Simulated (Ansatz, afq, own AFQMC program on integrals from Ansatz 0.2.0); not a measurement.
**Breaking Al2–O1 in AlClO, singlet**

```xyz
3

O     0.1100    1.7339    0.2517
Al    0.0097    0.1537    0.0223
Cl   -0.1197   -1.8876   -0.2740
```

Products: AlCl (singlet, the lower of two spins tried) and O (triplet), each relaxed with PBE0/def2-SVP like the molecule; electronic energies without zero-point terms. Determinants: RHF, RHF and UHF in that order.

Basis def2-TZVP. Only valence electrons are correlated. AFQMC by an in-house program on the Cholesky factors that Ansatz 0.2.0 writes for its CCSD(T) run. The CISD trial takes its coefficients from CCSD amplitudes. Released means that phaseless walkers are propagated on without the constraint, phases kept. Uncertainties: one standard error, sampling alone. The errors of all members are added in quadrature.

No full CI on the walks' own integrals is used here; CCSDT(Q) serves as the reference and is uncertain by about the last step of the cluster series. Each member takes its own surest rung, up to full CI.

The best estimate is CCSD(T) at the basis-set limit (CBS: def2-TZVPP and def2-QZVPP, with their diffuse functions for anions and beside diffuse sets, CCSD(T) itself extrapolated) plus the step from CCSD(T) to CCSDT(Q) in def2-TZVP. Rows without CBS are in def2-TZVP; B2PLYP and the wave-function rows carry a basis error of their own. Core correlation and relativity beyond core potentials are missing, and ± holds the sampling alone.

Cautions: AlClO (singlet): higher spins were not checked, raised T1 diagnostic (T1 0.024, weight of the determinant 0.83, largest double 0.04), its ph-AFQMC/CISD value lies 23 ± 10 meV above CCSDT(Q).

```
level  bond energy (eV)
  PBE             4.805
  MP2             4.948
   HF             1.593
```

Question: From these cheaper values, estimate the bond energy at the level of the best estimate.

Answer: 4.566 eV (best estimate, highest rung CCSDT(Q)).

| level | bond energy (eV) | error against the best estimate (eV) |
| --- | --- | --- |
| CCSD | 3.948 | -0.618 |
| CCSD(T) | 4.256 | -0.310 |
| CCSDT | 4.247 | -0.319 |
| CCSDT(Q) | 4.287 | -0.279 |
| ph-AFQMC/CISD | 4.273 ± 0.011 | -0.294 ± 0.011 |
| released AFQMC | 4.265 ± 0.015 | -0.301 ± 0.015 |
| HF/CBS | 1.638 | -2.928 |
| MP2/CBS | 5.231 | 0.665 |
| CCSD(T)/CBS | 4.536 | -0.031 |
| r2SCAN | 4.651 | 0.085 |
| PBE0 | 4.236 | -0.330 |
| B3LYP | 4.305 | -0.261 |
| wB97M-V | 4.276 | -0.290 |
| B2PLYP | 4.504 | -0.062 |

Correlation beyond CCSD(T) adds 0.031 eV. Going to the basis-set limit adds 0.279 eV at CCSD(T). The perturbative (T) step is worth +0.308 eV. The functionals spread over 0.569 eV; B2PLYP and r2SCAN come nearest and PBE0 is 0.330 eV too low.

Best estimates are given only where the step beyond CCSD(T) is under 0.3 eV and no member's determinant is very poor (T1 over 0.05, or 0.07 for open shells, ⟨S²⟩ too high by 0.3, two states mixed), so the hardest cases are missing from such tables.

The functionals ran in a triple-zeta set and keep a basis error of their own, a few kJ/mol for each bond in atomization energies and more for double hybrids, so close places among them and the extrapolated levels can swap.

CCSDT and higher add their correlation energy to the determinant of the CCSD(T) run, since their own runs factorise the integrals more tightly (a shift of under 2 meV). Each member of a difference takes its own highest rung, so a best estimate needn't equal the limit plus the step of one row. A walk keeps the symmetry of its determinant, which the program's search chose and which needn't be the lowest solution, so a lower state of the same spin and another symmetry isn't excluded. Released energies are given only where the last usable release times agree within the noise; a slower fall can still hide under it.
